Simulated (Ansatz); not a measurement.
# CH2OS (SMILES OC=S): single points off equilibrium

The atoms stand at a structure displaced at random from a GFN2-xTB minimum. How far do the functionals agree with CCSD(T) there?

Program: Ansatz 0.2.0, Gaussian basis. Level of theory: single points in def2-TZVPP. These are calculated values, not measurements.

Correlated methods freeze the cores.

## (1) The system as given

SMILES `OC=S`, 5 atoms, charge 0, spin multiplicity 1.

Atoms are counted from 1 here; the program's logs count them from 0.

Bond lengths: O1–C2 1.331 Å, O1–H4 0.994 Å, C2–S3 1.621 Å, C2–H5 1.117 Å. Angles: C2–O1–H4 113.7°, O1–C2–S3 121.4°, O1–C2–H5 117.1°, S3–C2–H5 121.4°.

As a file:

```xyz
5
charge 0, multiplicity 1
O    -0.89650   -0.41830   -0.06890
C     0.32640    0.06870    0.13100
S     1.30060   -0.53700    1.27570
H    -1.37990    0.01410   -0.82160
H     0.66090    0.89590   -0.54050
```

## (2) CCSD(T)/def2-TZVPP

File run/in.yaml:

```yaml
crystal:
  periodic: [false, false, false]
  atoms:
    - {symbol: O, position_ang: [-0.896500, -0.418300, -0.068900]}
    - {symbol: C, position_ang: [0.326400, 0.068700, 0.131000]}
    - {symbol: S, position_ang: [1.300600, -0.537000, 1.275700]}
    - {symbol: H, position_ang: [-1.379900, 0.014100, -0.821600]}
    - {symbol: H, position_ang: [0.660900, 0.895900, -0.540500]}
basis:
  gaussian: {orbitals: def2-TZVPP}
correlation: {method: ccsd_t}
output: {forces: true}
```

No record of the launch command was kept for these runs.

## (3) PBE0-D4/def2-TZVPP

Changes to run/in.yaml since step 2:

```diff
@@ -10,3 +10,3 @@
   gaussian: {orbitals: def2-TZVPP}
-correlation: {method: ccsd_t}
-output: {forces: true}
+hamiltonian: {xc: pbe0, dispersion: d4}
+output: {forces: true, orbitals: {seedname: orbitals}}
```

## (4) wB97M-V/def2-TZVPP

Changes to run/in.yaml since step 3:

```diff
@@ -10,3 +10,3 @@
   gaussian: {orbitals: def2-TZVPP}
-hamiltonian: {xc: pbe0, dispersion: d4}
-output: {forces: true, orbitals: {seedname: orbitals}}
+hamiltonian: {xc: {name: wB97M-V}}
+output: {forces: true}
```

## (5) r2SCAN-D4/def2-TZVPP

Changes to run/in.yaml since step 4:

```diff
@@ -10,3 +10,3 @@
   gaussian: {orbitals: def2-TZVPP}
-hamiltonian: {xc: {name: wB97M-V}}
+hamiltonian: {xc: r2scan, dispersion: d4}
 output: {forces: true}
```

## (6) PBE-D4/def2-TZVPP

Changes to run/in.yaml since step 5:

```diff
@@ -10,3 +10,3 @@
   gaussian: {orbitals: def2-TZVPP}
-hamiltonian: {xc: r2scan, dispersion: d4}
+hamiltonian: {xc: pbe, dispersion: d4}
 output: {forces: true}
```

## (7) revPBE-D4/def2-TZVPP

Changes to run/in.yaml since step 6:

```diff
@@ -10,3 +10,3 @@
   gaussian: {orbitals: def2-TZVPP}
-hamiltonian: {xc: pbe, dispersion: d4}
+hamiltonian: {xc: {name: revPBE}, dispersion: d4}
 output: {forces: true}
```

## (8) r2SCANh-D4/def2-TZVPP

Changes to run/in.yaml since step 7:

```diff
@@ -10,3 +10,3 @@
   gaussian: {orbitals: def2-TZVPP}
-hamiltonian: {xc: {name: revPBE}, dispersion: d4}
+hamiltonian: {xc: {name: r2SCANh}, dispersion: d4}
 output: {forces: true}
```

(Steps that only read results are left out.)

What does the calculation give? Wanted: energy less free atoms, CCSD(T)/def2-TZVPP; RMS force component; RMS force error; HOMO and LUMO, PBE0-D4; T1 diagnostic.

The runs gave:

| quantity | value |
| --- | --- |
| energy less free atoms, CCSD(T)/def2-TZVPP | -422.1 kcal/mol |
| RMS force component | 0.464 to 0.684 eV/Å over the methods |
| RMS force error | PBE0-D4 0.290, wB97M-V 0.230, r2SCAN-D4 0.175, PBE-D4 0.250, revPBE-D4 0.247, r2SCANh-D4 0.235 eV/Å |
| HOMO and LUMO, PBE0-D4 | -6.70 and -1.65 eV |
| T1 diagnostic | 0.018 |

In words: Against CCSD(T) the functionals' energies less atoms differ by -36.0 to -12.6 kcal/mol, PBE-D4 by -36.0 kcal/mol. CCSD(T) in triple zeta still lacks some correlation energy of the bonds, so part of these gaps is its own basis error and they don't rank the functionals. The forces of r2SCAN-D4 come nearest to CCSD(T), those of PBE0-D4 are farthest. Frozen-core CCSD(T) forces in triple zeta carry basis errors of their own, and this is one geometry, so small gaps rank nothing. The restricted Hartree–Fock reference is unstable towards an unrestricted one at one or more of these structures.
